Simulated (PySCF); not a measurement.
Molecule (SMILES): FB(F)F.
Geometry (B3LYP-D3(BJ)/def2-TZVP, fixed):
```xyz
4

B      0.0000     0.0000     0.0000
F      0.0168     1.3152     0.0316
F      1.1308    -0.6724    -0.0050
F     -1.1476    -0.6428    -0.0266
```

How fast the lowest singlet excitation energy converges with the basis for several methods (PySCF): deviation from each method's own reference, in eV. References: CAM-B3LYP 10.644 eV, the value in d-aug-cc-pVTZ; PBE 9.258 eV, the value in d-aug-cc-pVTZ; PBE0 10.620 eV, the value in d-aug-cc-pVTZ. All functions are spherical. Density fitting with generated auxiliary sets. No added dispersion term, no relativity. Tamm-Dancoff approximation, the state taken by its order.

| basis | functions | CAM-B3LYP | PBE | PBE0 |
|---|---|---|---|---|
| pcseg-0 | 36 | -0.186 | 0.262 | -0.144 |
| 6-31G** | 56 | 0.038 | 0.391 | 0.044 |
| def2-SV(P) | 56 | 0.008 | 0.343 | 0.001 |
| 6-311G** | 72 | -0.006 | 0.342 | -0.025 |
| 6-311++G(2d,2p) | 108 | 0.014 | 0.111 | -0.009 |
| cc-pVTZ | 120 | 0.114 | 0.467 | 0.109 |
| pcseg-2 | 120 | 0.088 | 0.433 | 0.083 |
| def2-QZVPP | 228 | 0.086 | 0.434 | 0.082 |

Mean absolute deviation over 6-311G**, 6-311++G(2d,2p), cc-pVTZ, pcseg-2: CAM-B3LYP 0.056, PBE0 0.057, PBE 0.338 eV.
